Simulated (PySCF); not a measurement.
dichloromethane (CH₂Cl₂), SMILES C(Cl)Cl. Atoms are numbered in the order given.

```xyz
5

Cl    -1.4785     0.0000     0.2157
C      0.0000     0.0000    -0.7651
Cl     1.4785     0.0000     0.2157
H      0.0000    -0.9000    -1.3719
H      0.0000     0.9000    -1.3719
```
Charge 0, spin multiplicity 1.

The structure is a stationary point at r2SCAN-D4/def2-TZVP.

These are SMD-ωB97X/def2-SVP run with PySCF values and carry that method's errors.

Solvation free energies are E(SMD) − E(gas) at the gas-phase geometry, for 1 M in both phases. In vacuum the dipole moment is 1.76 D.

```json
[
 {"solvent": "water", "ΔG(solv) (kcal/mol)": "___", "its non-electrostatic (CDS) part": "___", "dipole (D)": "___"},
 {"solvent": "chloroform", "ΔG(solv) (kcal/mol)": "-4.5", "its non-electrostatic (CDS) part": "-2.1", "dipole (D)": "2.11"},
 {"solvent": "toluene", "ΔG(solv) (kcal/mol)": "-3.6", "its non-electrostatic (CDS) part": "-2.1", "dipole (D)": "1.98"}
]
```

Problem. Complete the blanks. (An estimate is asked for; the answer gives what the named calculation found.)

Solution. 
- water, ΔG(solv) (kcal/mol): -1.7
- water, its non-electrostatic (CDS) part: 1.8
- water, dipole (D): 2.27
